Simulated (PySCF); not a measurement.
# Removing an electron from `FC[c+]1cc1`

C₄H₄F (charge +1).
Numbering: `[F:1][CH2:2][c+:3]1[cH:4][cH:5]1` (hydrogens: H6, H7 on C2; H8 on C4; H9 on C5)

Geometry (PBE0-D3(BJ)/def2-SVP, Å), atoms numbered from 1 in this order:
```xyz
9
C4H4F angstrom
F      1.933    0.140   -1.031
C      1.303   -0.303    0.068
C     -0.128    0.018    0.021
C     -1.187    0.574   -0.652
C     -1.390    0.002    0.561
H      1.396   -1.402    0.176
H      1.723    0.148    0.989
H     -1.573    1.097   -1.531
H     -2.067   -0.271    1.375
```

Level: wB97X-D/def2-SVPD (PySCF). Frontier orbitals with their largest atomic shares (Löwdin; up to four atoms above 4 %):

| orbital | ε (eV) | main atoms |
| --- | --- | --- |
| HOMO−3 | -19.83 | C5 25 %, C4 25 %, C3 24 %, F1 18 % |
| HOMO−2 | -19.06 | C3 32 %, C4 24 %, C5 18 %, F1 8 % |
| HOMO−1 | -17.80 | F1 57 %, C2 14 %, C3 10 %, C5 6 % |
| HOMO | -17.28 | ? |
| LUMO | -5.62 | C5 49 %, C4 28 %, C3 12 %, H9 6 % |
| LUMO+1 | -5.43 | C3 42 %, C4 30 %, C5 8 %, C2 8 % |
| LUMO+2 | -2.19 | C5 23 %, C3 21 %, C2 20 %, C4 17 % |

Task: What vertical ionisation energy does ΔSCF give, and how far is −ε(HOMO) from it?

Result: ΔSCF: 18.13 eV (1749 kJ/mol; threshold wavelength 68.4 nm); ⟨S²⟩ of the doublet left behind is 0.756, against 0.75 for a pure doublet. −ε(HOMO) is 17.28 eV, 0.85 eV below it. For the exact functional −ε(HOMO) would equal the first vertical ionisation energy; wB97X-D (range-separated hybrid) falls short of its own ΔSCF value by 5 %.

Task: On which atoms does the HOMO lie?

Result: F1 (alkyl fluorine) 50 %, C2 (sp3 C–F carbon) 21 %, H6 (methylene hydrogen) 9 %, H7 (methylene hydrogen) 9 %. The HOMO−1 lies 0.52 eV lower.

Task: And the vertical electron affinity, the fundamental gap, Mulliken's electronegativity and the hardness (with the factor ½)?

Result: EA = 5.22 eV by ΔSCF (−ε(LUMO) = 5.62 eV). IE − EA = 12.91 eV against an orbital gap of 11.66 eV; (IE + EA)/2 = 11.67 eV; (IE − EA)/2 = 6.46 eV. Parr's electrophilicity index (IE + EA)²/[8(IE − EA)] is 5.28 eV.

Task: Shift the occupied levels rigidly so that −ε(HOMO) equals the ΔSCF value. What binding energies result?

Result: The shift is +0.85 eV: HOMO 18.13, HOMO−1 18.65, HOMO−2 19.91, HOMO−3 20.68 eV. A rigid shift is only a rough guide to the deeper ionisations.

Task: What total energies stand behind the ΔSCF value?

Result: E(N) = -254.02830 Eh and E(N − 1) = -253.36216 Eh at the same geometry, 0.66614 Eh apart. With one more electron, E(N + 1) = -254.22017 Eh.

Task: The lowest singlet excitation (vertical TDDFT, same level) lies at 7.12 eV. How far is it below IE − EA?

Result: IE − EA = 12.91 eV, so by 5.79 eV.

Isolated species at its PBE0-D3(BJ)/def2-SVP geometry (one conformer only).

wB97X-D is run here without its empirical dispersion term; that term would change no orbital, density or response property at a fixed geometry.
